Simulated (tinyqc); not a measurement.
Inside a calculation. Method: UHF in the sto-3g basis, for LiH, spin multiplicity 1. This run ends on a higher stationary point, not on the lowest solution. Computed by tinyqc, a small Python program that keeps every step (integrals from PySCF). Settings: charge = 0, multiplicity = 1, basis = sto-3g, energy threshold = 1e-09, iteration cap = 65, orthogonalisation = symmetric, start = Wolfsberg-Helmholz matrix, DIIS depth = 4, method = UHF, break = 0.7. Command: `OMP_NUM_THREADS=1 python tinyqc.py 30631 30632 out.jsonl` (the two numbers bound the seeds that draw the settings). One thread of a shared host (Intel(R) Xeon(R) Processor @ 2.60GHz), about 0.1 s of CPU time with the checks.

Geometry (angstrom):
```
atom       x       y       z
Li    0.0000  0.0000  0.0000
H     0.0000  0.0000  3.0260
```

Stop when the energy changes by less than 1e-09 hartree and every element of the error matrix X^T (F D S - S D F) X (for each spin) is below 9e-06.

Course of the cycle:
```
iteration  E (hartree)     change  largest element of the error matrix
1            -7.517116          -                             1.18e-01
2            -7.643028  -1.26e-01                             5.80e-02
3            -7.686294  -4.33e-02                             2.16e-02
4            -7.701584  -1.53e-02                             1.81e-02
5            -7.705810  -4.23e-03                             8.05e-03
6            -7.707786  -1.98e-03                             3.11e-03
7            -7.707865  -7.86e-05                             3.05e-03
8            -7.707935  -7.00e-05                             6.40e-04
9            -7.707939  -3.97e-06                             5.72e-05
10           -7.707939  -2.77e-08                             1.28e-06
11           -7.707939  -2.02e-11                             4.93e-08
```

Can the last value be used, and what does the course show?

No, though the log alone does not show it. Converged in 11 iterations. But the solution lies 0.07982 hartree above the reference: it is another stationary point, not the lowest one. Reruns (cap 100 unless said): DIIS 8: converged in 12 to a higher stationary point; damping 0.5: converged in 58 to a higher stationary point; level shift 0.5: converged in 74 to a higher stationary point; atomic densities as start, DIIS 8: converged in 9 to a higher stationary point. PySCF UHF in the same basis, after a stability check = -7.787760 hartree.
